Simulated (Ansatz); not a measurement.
C$_{4}$H$_{12}$Si, SMILES `CC[SiH2]CC` at its PBE0-D4/def2-TZVP geometry, where that method's forces vanish. Charge 0, multiplicity 1.

| atom | x (Å) | y (Å) | z (Å) |
| --- | --- | --- | --- |
| C1 | 1.329 | -1.184 | -1.200 |
| C2 | 1.302 | 0.297 | -0.833 |
| Si3 | 0.674 | 0.632 | 0.907 |
| C4 | -1.052 | -0.063 | 1.169 |
| C5 | -2.085 | 0.476 | 0.183 |
| H6 | 1.720 | -1.345 | -2.207 |
| H7 | 1.957 | -1.755 | -0.510 |
| H8 | 0.329 | -1.624 | -1.166 |
| H9 | 2.305 | 0.729 | -0.919 |
| H10 | 0.677 | 0.853 | -1.540 |
| H11 | 0.655 | 2.105 | 1.149 |
| H12 | 1.609 | 0.016 | 1.895 |
| H13 | -0.999 | -1.156 | 1.106 |
| H14 | -1.353 | 0.162 | 2.197 |
| H15 | -3.081 | 0.070 | 0.378 |
| H16 | -1.827 | 0.221 | -0.848 |
| H17 | -2.159 | 1.566 | 0.238 |

For each bond, give half the difference of the two atoms' forces along it (eV/Å; positive pushes the atoms apart) under PBE-D4, r2SCAN-D4, B3LYP-D4, ωB97M-V in def2-TZVPP. (An estimate is asked.)

Ansatz gave: 
```tsv
bond	length (Å)	PBE-D4	r2SCAN-D4	B3LYP-D4	ωB97M-V
C1–C2	1.526	0.01	0.15	0.22	0.22
C1–H6	1.093	0.11	-0.04	-0.08	-0.09
C1–H7	1.093	0.11	-0.03	-0.06	-0.07
C1–H8	1.093	0.11	-0.03	-0.07	-0.07
C2–Si3	1.879	0.00	-0.02	0.06	0.00
C2–H9	1.095	0.11	-0.03	-0.08	-0.08
C2–H10	1.096	0.11	-0.02	-0.09	-0.08
Si3–C4	1.879	0.00	-0.02	0.06	0.00
Si3–H11	1.493	0.06	-0.03	-0.11	-0.11
Si3–H12	1.493	0.06	-0.03	-0.11	-0.11
C4–C5	1.526	0.01	0.15	0.22	0.22
C5–H15	1.093	0.11	-0.04	-0.08	-0.09
C5–H16	1.093	0.11	-0.03	-0.07	-0.07
C5–H17	1.093	0.11	-0.03	-0.06	-0.07
```

B3LYP here is the variant with VWN-RPA as its local correlation; programs differ in this.
